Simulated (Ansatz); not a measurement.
```yaml
crystal:
  periodic: [false, false, false]
  atoms:
    - {symbol: Ga, position_ang: [-1.851490, -0.023255, -0.000056]}
    - {symbol: B, position_ang: [0.183510, 0.860199, 0.007239]}
    - {symbol: Ge, position_ang: [1.793272, -0.124254, -0.001183]}
    - {symbol: H, position_ang: [-3.130880, 1.336973, 0.011510]}
basis:
  gaussian: {orbitals: def2-TZVP}
magnetization: {spin_polarized: true, initial_magnetization: 3}
hamiltonian: {xc: pbe0}
relax: {f_tol: 0.004, max_steps: 80}
```

```sh
$ ansatz run in.yaml --threads 1 --pin off --events-out ev --progress --plain --max-ram 2176MiB
```

Steps of the relaxation (energy above the last step; positions in Å, forces in eV/Å):

```
4
step 1, 640.8 meV
Ga   -1.851   -0.023    0.000   -0.697    1.813    0.015
B     0.184    0.860    0.007   -1.350   -0.113   -0.001
Ge    1.793   -0.124   -0.001    1.065   -0.388   -0.003
H    -3.131    1.337    0.012    0.982   -1.313   -0.011
```

```
4
step 2, 227.1 meV
Ga   -1.926    0.156    0.001    0.883    0.111    0.001
B     0.153    0.800    0.007   -1.012   -0.389   -0.003
Ge    1.839   -0.120   -0.001    0.673   -0.058   -0.001
H    -3.073    1.214    0.010   -0.543    0.336    0.003
```

```
4
step 3, 60.4 meV
Ga   -1.958    0.260    0.002    0.520   -0.016    0.000
B     0.147    0.607    0.005   -0.439   -0.287   -0.002
Ge    2.007   -0.057   -0.001   -0.043    0.155    0.001
H    -3.201    1.240    0.011   -0.038    0.149    0.001
```

```
4
step 9, 0.0 meV
Ga   -2.011    0.176    0.002    0.000    0.000    0.000
B     0.058    0.372    0.003    0.000    0.000    0.000
Ge    2.012    0.133    0.001    0.000    0.000    0.000
H    -3.064    1.369    0.012    0.000    0.000    0.000
```

Close pairs at the end: Ga1–H4 1.591 Å, B2–Ge3 1.969 Å, Ga1–B2 2.078 Å.

A stationary point of unrestricted PBE0 after 9 steps, with ⟨S²⟩ = 3.760 against 3.75 for a pure state; no frequencies were run, so it isn't proven a minimum. 2 min on 1 thread of Arm Neoverse V2, shared host.
